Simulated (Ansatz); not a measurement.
For corundum Cr₂O₃, PBE+U in Ansatz (PAW) gives:

| Quantity | Result |
|---|---|
| equilibrium volume per atom | 10.09 Å³/atom |
| magnetic moment | 2.46 μB |

What does r²SCAN (Ansatz, a first-principles code, PAW) give for the same quantities?


- equilibrium volume per atom: 9.63 Å³/atom (falls by 4.6 %)
- magnetic moment: 2.35 μB (decreases by 0.11 μB)

For comparison: equilibrium volume per atom 9.64 Å³/atom (measured, temperature not stated, not corrected to a static lattice; as tabulated in Sawada, Mater. Res. Bull. 29, 239 (1994) (COD 9015000)).

Changes are worked out from the printed values.

Unless a cell is named, each level is at its own relaxed cell (PBE+U 10.09, r²SCAN 9.62 Å³/atom).

Spin-polarised runs: PBE+U (opposed moments), r²SCAN (opposed moments).

Ansatz's density-functional and Hartree–Fock values are scalar-relativistic unless marked +SOC, with PAW data made under PBE.
